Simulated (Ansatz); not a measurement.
# CHO (doublet): from Hartree-Fock to the top rungs, def2-TZVPP

An exercise on one series of results from a longer session: the logs are not shown, and one member is left open.

The runs use Ansatz 0.2.0, Gaussian basis; def2-TZVPP, core rule «outside noble gas», up to 2 orbitals frozen.

To be run: UHF; ROHF; CCSD(T) on UHF.

2 further runs of the same task are left out: 2 set aside as unsound or not needed.

### The system

The geometry is a PBE0/def2-TZVP stationary point (not a proven minimum).

3 atoms, charge 0, spin multiplicity 2.

Atoms are counted from 1 here; the program's logs count them from 0.

Bond lengths: O1–C2 1.169 Å, C2–H3 1.125 Å. Angles: O1–C2–H3 124.8°.

The first run:

Contents of in.yaml:

```yaml
crystal:
  periodic: [false, false, false]
  atoms:
    - {symbol: O, position_ang: [0.000000, 0.074551, 0.542472]}
    - {symbol: C, position_ang: [0.000000, -0.152157, -0.604077]}
    - {symbol: H, position_ang: [0.000000, 0.629740, -1.412618]}
basis:
  gaussian: {orbitals: def2-TZVPP}
magnetization: {spin_polarized: true, initial_magnetization: 1}
hamiltonian: {xc: hf}
output: {orbitals: {seedname: orbitals}}
```

Command:

```bash
ansatz run in.yaml --threads 1 --pin off --events-out ev --progress --plain --max-ram 2560MiB --backend cpu
```

Among the steps run: UHF; ROHF; CCSD(T) on UHF.

One table of the session follows, with a row left open; its other results are not shown here.

It belongs to the step «Misses and costs». 

| method | from UCCSD(T) (kcal/mol) |
| --- | --- |
| ROHF | +247.66 |
| UHF | +244.19 |
| UMP2 | +15.13 |
| UCCSD | ? |
| UCCSD(T) | 0 |

**Question.** Estimate the row for UCCSD.

**Answer.** from UCCSD(T) (kcal/mol): +10.42. In the column «from UCCSD(T) (kcal/mol)» it lies between UCCSD(T) (0) and UMP2 (+15.13).

With the free atoms at the same levels and basis (separate runs), the atomisation energy is 11.705 eV at UCCSD(T), 8.065 eV at ROHF.
